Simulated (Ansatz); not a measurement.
Results of PBE0 in Ansatz (PAW) for rock-salt ZrC.

Settings: plane-wave cutoff 460 eV, 10×10×10 k mesh, Fermi–Dirac smearing 0.05 eV, scalar-relativistic PAW data made under PBE.

Computed points:

```
V (Å³/atom)  E − E_lowest (meV/atom)
-----------  -----------------------
12.266                         25.17
12.589                          5.30
12.785                          0.00
13.234                          4.89
13.557                         21.34
```

Question: What bulk modulus B0 and pressure derivative B′ does a third-order Birch–Murnaghan fit give?

Answer: V0 = 12.911 Å³/atom, B0 = 239 GPa, B′ = 4.0 (fit to the energies at full precision).

Measured, for comparison: bulk modulus 223 GPa (temperature not stated, not corrected to a static lattice, from single-crystal elastic constants, sources range from 208 to 223; as tabulated in arXiv:1102.4063); equilibrium volume per atom 12.95 Å³/atom (temperature not stated, not corrected to a static lattice; as tabulated in Zhang et al. (2018), doi:10.1088/1367-2630/aac7f0). Computed less measured: bulk modulus +7 % (+7 % to +15 % over the range), equilibrium volume per atom -0.3 %. A static lattice is as a rule a little smaller and stiffer than an uncorrected measurement, which can account for part of this in the equilibrium volume per atom.

Ansatz is a first-principles code.
